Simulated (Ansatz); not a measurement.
# H3N: relaxing the atoms, harmonic vibrations and single point

Aim: for H3N, 9 runs in a chain (relaxing the atoms, harmonic vibrations and single point).

Method: DFT PBE, Gaussian basis aug-cc-pVTZ, and further levels as typed in the inputs, in Ansatz 0.2.0.

**1. The system as given**

Bond lengths: N1–H2 1.012 Å, N1–H3 1.012 Å, N1–H4 1.012 Å. Angles: H2–N1–H3 106.8°, H2–N1–H4 106.8°, H3–N1–H4 106.8°.

Coordinates:

```xyz
4

N     0.0000    0.0000    0.0000
H    -0.3791    0.0000    0.9383
H    -0.3791   -0.8126   -0.4692
H    -0.3791    0.8126   -0.4692
```

**2. Relaxing the atoms: H3N**

input.yaml

```yaml
relax:
  f_tol: 0.001
  max_steps: 200
crystal:
  periodic: [false, false, false]
  atoms:
    - { symbol: "N", position_ang: [0.0, 0.0, 0.0] }
    - { symbol: H, position_ang: [-0.379102, 0.0, 0.93831] }
    - { symbol: H, position_ang: [-0.379102, -0.8126, -0.469155] }
    - { symbol: H, position_ang: [-0.379102, 0.8126, -0.469155] }
basis:
  gaussian: { orbitals: aug-cc-pVTZ }
hamiltonian:
  xc: pbe
```

On the command line:

```console
$ ansatz run input.yaml --threads 4 --pin off --max-ram 6144MiB --backend cpu --events-out ev --progress --plain --runs-dir out
```

What it wrote, cut to the lines that bear on the results:

```text
Warning: RAYON_NUM_THREADS=4 ignored (pool sized by the plan → 4); use --threads N
[...]
Functional definition: PBE
[...]
397 factors; their error is unknown
[...]
mean field -1537.74724883 eV, -56.5111690720 hartree, gradient 4.8e-6 eV, S^2 0.000000; 0 other end points of the search recorded, 0 dependent functions left out
[...]
reference -1537.74729040 eV, -56.5111705997 hartree; 5, 5 occupied and 110, 110 virtual orbitals, 397 factors
relax step   1: F+E_penalty+E_count = -1537.74724883 eV  Δ(F+E_penalty+E_count) = +0.000e0 eV  max|allowed force component| = 4.388e-1 eV/Å  Δτ_max = 0.0000 Å  (24 SCF iters, accepted)
[...]
relax step   4: F+E_penalty+E_count = -1537.75305081 eV  Δ(F+E_penalty+E_count) = -1.643e-4 eV  max|allowed force component| = 1.603e-3 eV/Å  Δτ_max = 0.0043 Å  (27 SCF iters, accepted)
[...]
relax step   5: F+E_penalty+E_count = -1537.75305100 eV  Δ(F+E_penalty+E_count) = -1.887e-7 eV  max|allowed force component| = 9.987e-6 eV/Å  Δτ_max = 0.0001 Å  (28 SCF iters, accepted)
397 factors; their error is unknown
[...]
mean field -1537.75305100 eV, -56.5113822978 hartree, gradient 2.7e-5 eV, S^2 0.000000; 1 other end points of the search recorded, 0 dependent functions left out
[...]
reference -1537.75309282 eV, -56.5113838348 hartree; 5, 5 occupied and 110, 110 virtual orbitals, 397 factors
Total energy: -1537.75309282 eV, -56.5113838348 hartree
Atom 0 at     0.009187    -0.000000    -0.000000 Å, force     0.000007    -0.000000     0.000000 eV/Å
Atom 1 at    -0.382164     0.000000     0.944056 Å, force    -0.000002    -0.000000     0.000010 eV/Å
Atom 2 at    -0.382164    -0.817577    -0.472028 Å, force    -0.000002    -0.000009    -0.000005 eV/Å
Atom 3 at    -0.382164     0.817577    -0.472028 Å, force    -0.000002     0.000009    -0.000005 eV/Å
Dipole moment:    -0.309482    -0.000000    -0.000000 e Å
```

It took 1.9 s on 4 threads of Arm Neoverse V1, shared host; peak memory 0.12 GiB.

The steps of the relaxation:

| step | E - E(step 1) (eV) | largest force component (eV/Å) |
| --- | --- | --- |
| 1 | 0.0000 | 0.4388 |
| 2 | -0.0050 | 0.1777 |
| 3 | -0.0056 | 0.0541 |
| 4 | -0.0058 | 0.0016 |
| 5 | -0.0058 | 0.0000 |

Step 1 is the start.

Before: Bond lengths: N1–H2 1.012 Å, N1–H3 1.012 Å, N1–H4 1.012 Å. Angles: H2–N1–H3 106.8°, H2–N1–H4 106.8°, H3–N1–H4 106.8°.

After: Bond lengths: N1–H2 1.022 Å, N1–H3 1.022 Å, N1–H4 1.022 Å. Angles: H2–N1–H3 106.3°, H2–N1–H4 106.3°, H3–N1–H4 106.3°.

**3. Harmonic vibrations**

It takes the final geometry of step 2.

input.yaml

```yaml
crystal:
  periodic: [false, false, false]
  atoms:
    - { symbol: "N", position_ang: [0.00918689, 0.0, -4.0e-08] }
    - { symbol: H, position_ang: [-0.38216431, 0.0, 0.94405641] }
    - { symbol: H, position_ang: [-0.38216429, -0.81757708, -0.47202818] }
    - { symbol: H, position_ang: [-0.38216429, 0.81757708, -0.47202818] }
basis:
  gaussian: { orbitals: aug-cc-pVTZ }
hamiltonian:
  xc: pbe
phonons: {}
```

On the command line:

```console
$ ansatz run input.yaml --threads 4 --pin off --max-ram 6144MiB --backend cpu --events-out ev --progress --plain --runs-dir out
```

What it wrote, cut to the lines that bear on the results:

```text
Warning: RAYON_NUM_THREADS=4 ignored (pool sized by the plan → 4); use --threads N
[...]
[... 1 set-up line as earlier in the session ...]
[...]
397 factors; their error is unknown
[...]
mean field -1537.75305100 eV, -56.5113822978 hartree, gradient 5.0e-6 eV, S^2 0.000000; 0 other end points of the search recorded, 0 dependent functions left out
[...]
reference -1537.75309282 eV, -56.5113838348 hartree; 5, 5 occupied and 110, 110 virtual orbitals, 397 factors
[...]
397 factors; their error is unknown
[...]
mean field -1537.75298808 eV, -56.5113799856 hartree, gradient 9.6e-7 eV, S^2 0.000000; 0 other end points of the search recorded, 0 dependent functions left out
[...]
reference -1537.75302993 eV, -56.5113815235 hartree; 5, 5 occupied and 110, 110 virtual orbitals, 397 factors
[...]
397 factors; their error is unknown
[...]
reference -1537.75305148 eV, -56.5113823155 hartree; 5, 5 occupied and 110, 110 virtual orbitals, 397 factors
[...]
397 factors; their error is unknown
mean field -1537.75300967 eV, -56.5113807788 hartree, gradient 9.6e-7 eV, S^2 0.000000; 0 other end points of the search recorded, 0 dependent functions left out
[...]
reference -1537.75305150 eV, -56.5113823163 hartree; 5, 5 occupied and 110, 110 virtual orbitals, 397 factors
Total energy: -1537.75309282 eV, -56.5113838348 hartree
Atom 0 at     0.009187     0.000000    -0.000000 Å, force     0.000006     0.000000    -0.000001 eV/Å
Atom 1 at    -0.382164     0.000000     0.944056 Å, force    -0.000002    -0.000000     0.000011 eV/Å
Atom 2 at    -0.382164    -0.817577    -0.472028 Å, force    -0.000002    -0.000008    -0.000005 eV/Å
Atom 3 at    -0.382164     0.817577    -0.472028 Å, force    -0.000002     0.000008    -0.000005 eV/Å
Dipole moment:    -0.309482    -0.000000     0.000000 e Å
Vibrations: 1018.75 1616.60 1616.61 3383.69 3505.25 3505.25 cm⁻¹, zero-point energy 0.907946 eV
```

It took 3.2 s on 4 threads of Arm Neoverse V1, shared host; peak memory 0.12 GiB.

Harmonic frequencies from the force constants, with rigid motions projected out (i: imaginary):

| mode | cm⁻¹ |
| --- | --- |
| 1 | 1019 |
| 2 | 1617 |
| 3 | 1617 |
| 4 | 3384 |
| 5 | 3506 |
| 6 | 3506 |

**4. Relaxing the atoms**

input.yaml

```yaml
relax:
  f_tol: 0.001
  max_steps: 200
  escape_saddle: false
crystal:
  periodic: [false, false, false]
  atoms:
    - { symbol: "N", position_ang: [0.0, 0.0, 0.0] }
    - { symbol: H, position_ang: [0.0, 0.0, 1.0] }
    - { symbol: H, position_ang: [0.0, -0.866025, -0.5] }
    - { symbol: H, position_ang: [0.0, 0.866025, -0.5] }
basis:
  gaussian: { orbitals: aug-cc-pVTZ }
hamiltonian:
  xc: pbe
```

On the command line:

```console
$ ansatz run input.yaml --threads 4 --pin off --max-ram 6144MiB --backend cpu --events-out ev --progress --plain --runs-dir out
```

What it wrote, cut to the lines that bear on the results:

```text
Warning: RAYON_NUM_THREADS=4 ignored (pool sized by the plan → 4); use --threads N
[...]
[... 1 set-up line as earlier in the session ...]
[...]
397 factors; their error is unknown
[...]
mean field -1537.53459859 eV, -56.5033543197 hartree, gradient 6.9e-5 eV, S^2 0.000000; 0 other end points of the search recorded, 0 dependent functions left out
[...]
reference -1537.53463901 eV, -56.5033558053 hartree; 5, 5 occupied and 110, 110 virtual orbitals, 397 factors
relax step   1: F+E_penalty+E_count = -1537.53459859 eV  Δ(F+E_penalty+E_count) = +0.000e0 eV  max|allowed force component| = 1.973e-1 eV/Å  Δτ_max = 0.0000 Å  (22 SCF iters, accepted)
[...]
relax step   2: F+E_penalty+E_count = -1537.53576656 eV  Δ(F+E_penalty+E_count) = -1.168e-3 eV  max|allowed force component| = 4.396e-2 eV/Å  Δτ_max = 0.0032 Å  (28 SCF iters, accepted)
[...]
relax step   3: F+E_penalty+E_count = -1537.53582848 eV  Δ(F+E_penalty+E_count) = -6.192e-5 eV  max|allowed force component| = 3.780e-4 eV/Å  Δτ_max = 0.0009 Å  (19 SCF iters, accepted)
397 factors; their error is unknown
[...]
mean field -1537.53582848 eV, -56.5033995175 hartree, gradient 7.0e-6 eV, S^2 0.000000; 1 other end points of the search recorded, 0 dependent functions left out
[...]
reference -1537.53586893 eV, -56.5034010038 hartree; 5, 5 occupied and 110, 110 virtual orbitals, 397 factors
Total energy: -1537.53586893 eV, -56.5034010038 hartree
Atom 0 at    -0.000000    -0.000000     0.000000 Å, force    -0.000000    -0.000000    -0.000001 eV/Å
Atom 1 at     0.000000     0.000000     1.004166 Å, force     0.000000    -0.000000     0.000378 eV/Å
Atom 2 at     0.000000    -0.869633    -0.502083 Å, force     0.000000    -0.000327    -0.000188 eV/Å
Atom 3 at     0.000000     0.869633    -0.502083 Å, force     0.000000     0.000327    -0.000188 eV/Å
Dipole moment:     0.000000    -0.000000    -0.000000 e Å
```

It took 1.8 s on 4 threads of Arm Neoverse V1, shared host; peak memory 0.12 GiB.

Step by step:

| step | energy from step 1 (eV) | largest force component (eV/Å) |
| --- | --- | --- |
| 1 | 0.0000 | 0.1973 |
| 2 | -0.0012 | 0.0440 |
| 3 | -0.0012 | 0.0004 |

Step 1 is the start.

Before: Bond lengths: N1–H2 1.000 Å, N1–H3 1.000 Å, N1–H4 1.000 Å. Angles: H2–N1–H3 120.0°, H2–N1–H4 120.0°, H3–N1–H4 120.0°.

After: Bond lengths: N1–H2 1.004 Å, N1–H3 1.004 Å, N1–H4 1.004 Å. Angles: H2–N1–H3 120.0°, H2–N1–H4 120.0°, H3–N1–H4 120.0°.

**5. Harmonic vibrations**

It takes the final geometry of step 4.

input.yaml

```yaml
crystal:
  periodic: [false, false, false]
  atoms:
    - { symbol: "N", position_ang: [0.0, 0.0, 4.0e-08] }
    - { symbol: H, position_ang: [0.0, 0.0, 1.00416616] }
    - { symbol: H, position_ang: [0.0, -0.86963332, -0.5020831] }
    - { symbol: H, position_ang: [0.0, 0.86963332, -0.5020831] }
basis:
  gaussian: { orbitals: aug-cc-pVTZ }
hamiltonian:
  xc: pbe
phonons: {}
```

On the command line:

```console
$ ansatz run input.yaml --threads 4 --pin off --max-ram 6144MiB --backend cpu --events-out ev --progress --plain --runs-dir out
```

What it wrote, cut to the lines that bear on the results:

```text
Warning: RAYON_NUM_THREADS=4 ignored (pool sized by the plan → 4); use --threads N
[...]
[... 1 set-up line as earlier in the session ...]
[...]
397 factors; their error is unknown
[...]
mean field -1537.53582848 eV, -56.5033995175 hartree, gradient 6.6e-5 eV, S^2 0.000000; 0 other end points of the search recorded, 0 dependent functions left out
[...]
reference -1537.53586893 eV, -56.5034010038 hartree; 5, 5 occupied and 110, 110 virtual orbitals, 397 factors
[...]
397 factors; their error is unknown
[...]
mean field -1537.53567254 eV, -56.5033937869 hartree, gradient 9.6e-7 eV, S^2 0.000000; 0 other end points of the search recorded, 0 dependent functions left out
[...]
reference -1537.53571299 eV, -56.5033952732 hartree; 5, 5 occupied and 110, 110 virtual orbitals, 397 factors
[...]
397 factors; their error is unknown
mean field -1537.53567190 eV, -56.5033937630 hartree, gradient 8.2e-7 eV, S^2 0.000000; 0 other end points of the search recorded, 0 dependent functions left out
[...]
reference -1537.53584520 eV, -56.5034001320 hartree; 5, 5 occupied and 110, 110 virtual orbitals, 397 factors
[...]
397 factors; their error is unknown
[...]
mean field -1537.53580530 eV, -56.5033986654 hartree, gradient 2.2e-6 eV, S^2 0.000000; 0 other end points of the search recorded, 0 dependent functions left out
[...]
reference -1537.53584574 eV, -56.5034001517 hartree; 5, 5 occupied and 110, 110 virtual orbitals, 397 factors
WARN: phonons: modes at or below zero, which the zero-point energy, F, S and C_V leave out: 1, the lowest at -800.52 cm⁻¹. A minimum has none, and a first-order saddle one
Total energy: -1537.53586893 eV, -56.5034010038 hartree
Atom 0 at     0.000000     0.000000     0.000000 Å, force    -0.000000     0.000000    -0.000003 eV/Å
Atom 1 at     0.000000     0.000000     1.004166 Å, force     0.000000    -0.000000     0.000378 eV/Å
Atom 2 at     0.000000    -0.869633    -0.502083 Å, force     0.000000    -0.000326    -0.000187 eV/Å
Atom 3 at     0.000000     0.869633    -0.502083 Å, force     0.000000     0.000326    -0.000187 eV/Å
Dipole moment:    -0.000000     0.000000     0.000000 e Å
Vibrations: -800.52 1518.58 1518.59 3547.14 3749.11 3749.14 cm⁻¹, zero-point energy 0.873007 eV
```

It took 1.9 s on 4 threads of Arm Neoverse V1, shared host; peak memory 0.12 GiB.

Harmonic frequencies from the force constants, with rigid motions projected out (i: imaginary):

| mode | cm⁻¹ |
| --- | --- |
| 1 | 801i |
| 2 | 1519 |
| 3 | 1519 |
| 4 | 3547 |
| 5 | 3749 |
| 6 | 3749 |

**6. Relaxing the atoms: unrestricted PBE, Gaussian basis aug-cc-pVTZ**

input.yaml

```yaml
relax:
  f_tol: 0.001
  max_steps: 200
crystal:
  periodic: [false, false, false]
  atoms:
    - { symbol: "N", position_ang: [0.0, 0.0, 0.0] }
    - { symbol: H, position_ang: [0.0, 0.0, 1.055] }
    - { symbol: H, position_ang: [0.0, -0.913657, -0.5275] }
    - { symbol: H, position_ang: [0.0, 0.913657, -0.5275] }
basis:
  gaussian:
    orbitals: aug-cc-pVTZ
    occupation: { up: { A1: 4, B2: 1 }, down: { A1: 3, B1: 1, B2: 1 } }
hamiltonian:
  xc: pbe
magnetization:
  spin_polarized: true
output:
  orbitals: {}
```

On the command line:

```console
$ ansatz run input.yaml --threads 4 --pin off --max-ram 6144MiB --backend cpu --events-out ev --progress --plain --runs-dir out
```

What it wrote, cut to the lines that bear on the results:

```text
Warning: RAYON_NUM_THREADS=4 ignored (pool sized by the plan → 4); use --threads N
[...]
[... 1 set-up line as earlier in the session ...]
[...]
397 factors; their error is unknown
[...]
mean field -1532.35307998 eV, -56.3129370232 hartree, gradient 2.7e-6 eV, S^2 1.005002; 0 other end points of the search recorded, 0 dependent functions left out
[...]
reference -1532.35312049 eV, -56.3129385119 hartree; 5, 5 occupied and 110, 110 virtual orbitals, 397 factors
relax step   1: F+E_penalty+E_count = -1532.35307998 eV  Δ(F+E_penalty+E_count) = +0.000e0 eV  max|allowed force component| = 6.576e-1 eV/Å  Δτ_max = 0.0000 Å  (38 SCF iters, accepted)
[...]
relax step   3: F+E_penalty+E_count = -1532.37889552 eV  Δ(F+E_penalty+E_count) = -7.116e-3 eV  max|allowed force component| = 2.748e-2 eV/Å  Δτ_max = 0.0133 Å  (30 SCF iters, accepted)
[...]
relax step   4: F+E_penalty+E_count = -1532.37894768 eV  Δ(F+E_penalty+E_count) = -5.217e-5 eV  max|allowed force component| = 3.804e-6 eV/Å  Δτ_max = 0.0013 Å  (24 SCF iters, accepted)
397 factors; their error is unknown
mean field -1532.37894768 eV, -56.3138876435 hartree, gradient 5.5e-6 eV, S^2 1.005655; 1 other end points of the search recorded, 0 dependent functions left out
[...]
reference -1532.37898930 eV, -56.3138891730 hartree; 5, 5 occupied and 110, 110 virtual orbitals, 397 factors
Total energy: -1532.37898930 eV, -56.3138891730 hartree
Atom 0 at     0.000000    -0.000000    -0.000001 Å, force     0.000000    -0.000000     0.000002 eV/Å
Atom 1 at    -0.000000     0.000000     1.082230 Å, force    -0.000000     0.000000    -0.000004 eV/Å
Atom 2 at    -0.000000    -0.937241    -0.541115 Å, force    -0.000000     0.000003     0.000001 eV/Å
Atom 3 at    -0.000000     0.937241    -0.541115 Å, force    -0.000000    -0.000003     0.000001 eV/Å
Dipole moment:     0.000000     0.000000    -0.000015 e Å
```

Wall time 2.5 s (4 threads of Arm Neoverse V1, shared host); peak memory 0.13 GiB.

Relaxation path:

```csv
step,energy from step 1 (eV),largest force component (eV/Å)
1,0.0000,0.6576
2,-0.0187,0.3342
3,-0.0258,0.0275
4,-0.0259,0.0000
```

Step 1 is the start.

Before: Bond lengths: N1–H2 1.055 Å, N1–H3 1.055 Å, N1–H4 1.055 Å. Angles: H2–N1–H3 120.0°, H2–N1–H4 120.0°, H3–N1–H4 120.0°.

After: Bond lengths: N1–H2 1.082 Å, N1–H3 1.082 Å, N1–H4 1.082 Å. Angles: H2–N1–H3 120.0°, H2–N1–H4 120.0°, H3–N1–H4 120.0°.

**7. Harmonic vibrations**

It takes the final geometry of step 6.

input.yaml

```yaml
crystal:
  periodic: [false, false, false]
  atoms:
    - { symbol: "N", position_ang: [1.8e-07, 0.0, -6.7e-07] }
    - { symbol: H, position_ang: [-6.0e-08, 0.0, 1.08223025] }
    - { symbol: H, position_ang: [-6.0e-08, -0.93724137, -0.54111479] }
    - { symbol: H, position_ang: [-6.0e-08, 0.93724137, -0.54111479] }
basis:
  gaussian:
    orbitals: aug-cc-pVTZ
    initial_orbitals: start.molden
    maximum_overlap: true
hamiltonian:
  xc: pbe
phonons: {}
magnetization:
  spin_polarized: true
```

On the command line:

```console
$ ansatz run input.yaml --threads 4 --pin off --max-ram 6144MiB --backend cpu --events-out ev --progress --plain --runs-dir out
```

What it wrote, cut to the lines that bear on the results:

```text
Warning: RAYON_NUM_THREADS=4 ignored (pool sized by the plan → 4); use --threads N
[...]
[... 1 set-up line as earlier in the session ...]
[...]
397 factors; their error is unknown
[...]
mean field -1532.37894768 eV, -56.3138876435 hartree, gradient 2.7e-6 eV, S^2 1.005655; 0 other end points of the search recorded, 0 dependent functions left out
[...]
reference -1532.37898930 eV, -56.3138891731 hartree; 5, 5 occupied and 110, 110 virtual orbitals, 397 factors
[...]
397 factors; their error is unknown
[...]
mean field -1532.37885712 eV, -56.3138843156 hartree, gradient 6.7e-6 eV, S^2 1.005656; 0 other end points of the search recorded, 0 dependent functions left out
[...]
reference -1532.37889875 eV, -56.3138858452 hartree; 5, 5 occupied and 110, 110 virtual orbitals, 397 factors
[...]
397 factors; their error is unknown
[...]
397 factors; their error is unknown
mean field -1532.37893623 eV, -56.3138872228 hartree, gradient 7.8e-6 eV, S^2 1.005663; 0 other end points of the search recorded, 0 dependent functions left out
[...]
reference -1532.37897787 eV, -56.3138887528 hartree; 5, 5 occupied and 110, 110 virtual orbitals, 397 factors
Total energy: -1532.37898930 eV, -56.3138891731 hartree
Atom 0 at     0.000000     0.000000    -0.000001 Å, force     0.000000    -0.000000     0.000002 eV/Å
Atom 1 at    -0.000000     0.000000     1.082230 Å, force    -0.000000     0.000000    -0.000004 eV/Å
Atom 2 at    -0.000000    -0.937241    -0.541115 Å, force    -0.000000     0.000003     0.000001 eV/Å
Atom 3 at    -0.000000     0.937241    -0.541115 Å, force    -0.000000    -0.000003     0.000001 eV/Å
Dipole moment:    -0.000000     0.000000    -0.000015 e Å
Vibrations: 897.01 955.21 955.25 2312.75 2312.77 2411.84 cm⁻¹, zero-point energy 0.610302 eV
Checks for a lower state left out: stability, starts, cluster_reference, orbital_swaps, neighbouring_geometries, increment
```

It took 2.8 s on 4 threads of Arm Neoverse V1, shared host; peak memory 0.12 GiB.

Harmonic frequencies from the force constants, with rigid motions projected out (i: imaginary):

| mode | cm⁻¹ |
| --- | --- |
| 1 | 897 |
| 2 | 955 |
| 3 | 955 |
| 4 | 2313 |
| 5 | 2313 |
| 6 | 2412 |

**8. Relaxing the atoms**

input.yaml

```yaml
relax:
  f_tol: 0.001
  max_steps: 200
crystal:
  periodic: [false, false, false]
  atoms:
    - { symbol: "N", position_ang: [0.0, 0.0, 0.0] }
    - { symbol: H, position_ang: [0.0, 0.0, 1.055] }
    - { symbol: H, position_ang: [0.0, -0.913657, -0.5275] }
    - { symbol: H, position_ang: [0.0, 0.913657, -0.5275] }
magnetization:
  spin_polarized: true
  initial_magnetization: 2
basis:
  gaussian:
    orbitals: aug-cc-pVTZ
    occupation: { up: { A1: 4, B1: 1, B2: 1 }, down: { A1: 3, B2: 1 } }
hamiltonian:
  xc: pbe
output:
  orbitals: {}
```

On the command line:

```console
$ ansatz run input.yaml --threads 4 --pin off --max-ram 6144MiB --backend cpu --events-out ev --progress --plain --runs-dir out
```

What it wrote, cut to the lines that bear on the results:

```text
Warning: RAYON_NUM_THREADS=4 ignored (pool sized by the plan → 4); use --threads N
[...]
[... 1 set-up line as earlier in the session ...]
[...]
397 factors; their error is unknown
[...]
mean field -1532.57333971 eV, -56.3210314189 hartree, gradient 2.7e-6 eV, S^2 2.001956; 0 other end points of the search recorded, 0 dependent functions left out
[...]
reference -1532.57338177 eV, -56.3210329647 hartree; 6, 4 occupied and 109, 111 virtual orbitals, 397 factors
relax step   1: F+E_penalty+E_count = -1532.57333971 eV  Δ(F+E_penalty+E_count) = +0.000e0 eV  max|allowed force component| = 8.265e-1 eV/Å  Δτ_max = 0.0000 Å  (43 SCF iters, accepted)
[...]
relax step   3: F+E_penalty+E_count = -1532.61398939 eV  Δ(F+E_penalty+E_count) = -1.122e-2 eV  max|allowed force component| = 5.376e-3 eV/Å  Δτ_max = 0.0186 Å  (29 SCF iters, accepted)
[...]
relax step   4: F+E_penalty+E_count = -1532.61399143 eV  Δ(F+E_penalty+E_count) = -2.046e-6 eV  max|allowed force component| = 3.714e-5 eV/Å  Δτ_max = 0.0003 Å  (21 SCF iters, accepted)
397 factors; their error is unknown
mean field -1532.61399143 eV, -56.3225253420 hartree, gradient 1.8e-6 eV, S^2 2.001917; 1 other end points of the search recorded, 0 dependent functions left out
[...]
reference -1532.61403591 eV, -56.3225269767 hartree; 6, 4 occupied and 109, 111 virtual orbitals, 397 factors
Total energy: -1532.61403591 eV, -56.3225269767 hartree
Atom 0 at     0.000001    -0.000000    -0.000000 Å, force     0.000000     0.000000    -0.000013 eV/Å
Atom 1 at    -0.000000     0.000000     1.089256 Å, force    -0.000000     0.000000     0.000037 eV/Å
Atom 2 at    -0.000000    -0.943326    -0.544628 Å, force    -0.000000    -0.000024    -0.000012 eV/Å
Atom 3 at    -0.000000     0.943326    -0.544628 Å, force    -0.000000     0.000024    -0.000012 eV/Å
Dipole moment:     0.000000     0.000000    -0.000010 e Å
```

Wall time 2.4 s (4 threads of Arm Neoverse V1, shared host); peak memory 0.13 GiB.

Step by step:

| step | energy from step 1 (eV) | largest force component (eV/Å) |
| --- | --- | --- |
| 1 | 0.0000 | 0.8265 |
| 2 | -0.0294 | 0.4167 |
| 3 | -0.0406 | 0.0054 |
| 4 | -0.0407 | 0.0000 |

Step 1 is the start.

Before: Bond lengths: N1–H2 1.055 Å, N1–H3 1.055 Å, N1–H4 1.055 Å. Angles: H2–N1–H3 120.0°, H2–N1–H4 120.0°, H3–N1–H4 120.0°.

After: Bond lengths: N1–H2 1.089 Å, N1–H3 1.089 Å, N1–H4 1.089 Å. Angles: H2–N1–H3 120.0°, H2–N1–H4 120.0°, H3–N1–H4 120.0°.

[end of part 1 of 2]
